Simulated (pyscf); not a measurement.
This saddle point was located with ωB97X-D3(BJ)/def2-SVP in PySCF.

```xyz
8

N      0.4973     1.4224     0.3335
In     0.4308    -0.3479     1.2786
H      1.1040     2.1603     0.6763
H     -0.3620     1.8201    -0.0327
H     -1.4781    -0.8028     1.7513
H      1.5404    -1.2194     2.2216
F     -0.6942    -1.6723    -0.0489
H     -1.3450    -1.3163     0.8920
```

Surface: singlet, charge 0. Lowest wavenumbers (cm⁻¹): 1008i, 123, 235, 302, 307.

Question: What reaction is this the transition state of?

Answer: `[NH2][InH2]` + `[FH]` ⇌ `[NH2][InH][F]` + `[H][H]`, a four-centre exchange read from left to right: H–In, F–H broken and F–In, H–H formed. At ωB97M-D3(BJ)/def2-TZVP it lies +7.9 kcal/mol from the left side and +20.2 kcal/mol from the right (each side as separated species at their lowest minima found). On the reactant side the descent ends in a complex, 5.3 kcal/mol under the separated species and 11.5 kcal/mol under the saddle at ωB97X-D3(BJ)/def2-TZVP. At the saddle there is also a short H–In contact that neither side keeps. This is the saddle that the search found; another between the same sides may lie lower. Elements past Kr carry the def2 core potentials, without spin-orbit coupling.
